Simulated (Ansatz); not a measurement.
**GaS (P6₃/mmc, No. 194)**

These are PBE0 (Ansatz, a program for electronic structure, plane waves, PAW) values and carry that method's errors.

Run with plane-wave cutoff 460 eV, 9×9×2 k mesh (along the axes of the cell as run), Fermi–Dirac smearing 0.01 eV, scalar-relativistic PAW data made under PBE.

Cell: relaxed with PBEsol: a = b = 3.5686 Å, c = 16.0289 Å, α = β = 90.00°, γ = 120.00°.

For GaS (P6₃/mmc, No. 194), the band gap is 3.25 eV (indirect) and the smallest direct gap on the k points sampled comes out as 3.68 eV.

Note: the cell comes from a level without a dispersion term, which matters for the spacing of layers, chains or molecules; cell and atoms aren't relaxed at this level (pressure 0.9 GPa); the cell has widely spaced layers and the level no dispersion term, so their spacing and the moduli can rest on weak binding.

Spin–orbit coupling is not included.

Computed values are for the static lattice.
